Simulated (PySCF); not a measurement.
**A barrier at the coupled-cluster level**

Start structure (SiNH8F, closed shell), relaxed at PBE0-D4/def2-TZVP:

| atom | x (Å) | y (Å) | z (Å) |
| --- | --- | --- | --- |
| Si1 | -0.0943 | -1.2930 | -1.5990 |
| H2 | 0.9108 | -2.2780 | -1.1421 |
| H3 | -0.2707 | -1.4373 | -3.0717 |
| H4 | 0.3770 | 0.0950 | -1.3494 |
| H5 | -1.4104 | -1.5069 | -0.9520 |
| H6 | -0.0503 | 2.0206 | 2.2638 |
| N7 | 0.0316 | 1.5856 | 1.3530 |
| H8 | 0.1873 | -0.0210 | 1.4016 |
| F9 | 0.2710 | -0.9852 | 1.3666 |
| H10 | -0.7948 | 1.8242 | 0.8179 |
| H11 | 0.8294 | 1.9951 | 0.8818 |

The step: SiH₄ + NH₃ + HF → SiNH₅ ([NH2][SiH3]) + HF + H₂; bonds formed: Si1–N7, H2–H8, H6–F9; bonds broken: Si1–H2, H6–N7, H8–F9. PySCF 2.14 with density fitting (its default auxiliary sets; JK sets also for MP2 and CCSD(T)); basis: def2-TZVPP and def2-QZVPP; cores frozen in the correlated methods. Extrapolation: Hartree–Fock as exp(−7.88 √X), correlation as X^−2.97. Energies below are by CCSD(T) at an estimated basis limit (MP2 extrapolated from triple and quadruple zeta, plus CCSD(T) − MP2 in triple zeta).

(1) What are the electronic barrier and the energy of the step, from the start structure to the end structure? (To be estimated.)

T1 diagnostic: at most 0.012. The start structure is not quite a true minimum (one mode of 30i cm⁻¹).

## Answers

(1) By the calculation: Barrier 37.43 kcal/mol; step energy -1.10 kcal/mol (downhill); reverse barrier, their difference, 38.53 kcal/mol. Barrier and step energy count from the start structure, the reverse barrier from the end structure.

The saddle point: One imaginary mode of 764i cm⁻¹.
| pair | start (Å) | saddle (Å) | end (Å) |
| --- | --- | --- | --- |
| Si1–N7 | 4.13 | 1.89 | 1.76 |
| H2–H8 | 3.48 | 0.97 | 0.75 |
| H6–F9 | 3.15 | 1.44 | 0.96 |
| Si1–H2 | 1.48 | 1.87 | 4.23 |
| H6–N7 | 1.01 | 1.08 | 1.68 |
| H8–F9 | 0.97 | 1.20 | 2.49 |

Zero-point energy (harmonic, PBE0-D4): ZPE is 50.85 kcal/mol at the start and 50.44 kcal/mol at the saddle, so the barrier goes from 37.43 to 37.02 kcal/mol.

Labels in which every atom is bracketed show which atoms are joined, not bond orders.

For scale, one of the runs: CCSD(T)/def2-TZVPP, 216 basis functions, launched by `OMP_NUM_THREADS=4 python run.py`. Hardware: 4 CPU threads of an Arm Neoverse V2, shared host. Wall time 8.1 min; peak host memory 3.2 GiB.
